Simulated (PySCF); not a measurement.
**TDDFT beside published excitation energies**

Published values to compare with (the computed states carry no symmetry labels, so the two lists aren't matched line by line):

```
    state  E (eV)  f   kind of transition  source
3Σ+(π→π*)    3.47     vertical absorption     [1]
 3Δ(π→π*)    4.22     vertical absorption     [1]
1Σ-(π→π*)    4.84     vertical absorption     [1]
 1Δ(π→π*)    5.15     vertical absorption     [1]
```

[1] computed, theoretical best estimate (aug-cc-pVTZ, frozen core, CC3 geometry), gas; Veril, Scemama, Caffarel, Lipparini, Boggio-Pasqua, Jacquemin, Loos, WIREs Comput. Mol. Sci. 2021, 11, e1517 (QUESTDB)

Species: phosphaethyne, CHP.
Structure used (PBE0-D3(BJ)/def2-SVP), in Å, numbered top down from 1:
```
atom  x, y, z in Å
C1    -0.147    0.050   -0.013
P2     1.378    0.244    0.077
H3    -1.220   -0.086   -0.077
```

The calculation used TDDFT wB97X-D/def2-SVPD, vertical, gas phase, core orbitals frozen in the response (PySCF 2.14.0, density-fitted response routines).

Computed singlets: 4.45 eV (f 0.000); 4.83 eV (f 0.000 summed over 2 states); 7.45 eV (f 0.034 summed over 2 states); 7.99 eV (f 0.552); 8.09 eV (f 0.279 summed over 2 states); 8.87 eV (f 0.070 summed over 2 states). Computed triplets (Tamm–Dancoff): 3.46, 3.95, 3.95 eV.

Problem. How does the lowest computed singlet compare with the best estimate listed for the lowest singlet (vertical absorption)?

Solution. 4.45 eV against 4.84 eV for 1Σ-(π→π*) [1]: a difference of -0.39 eV. Geometry and basis of the two calculations needn't be the same.

Problem. How does the lowest computed triplet compare with the best estimate listed for the lowest triplet (vertical absorption)?

Solution. 3.46 eV against 3.47 eV for 3Σ+(π→π*) [1]: a difference of -0.01 eV. Geometry and basis of the two calculations needn't be the same.

All these states lie below the vertical ionisation energy of 10.74 eV (ΔSCF).
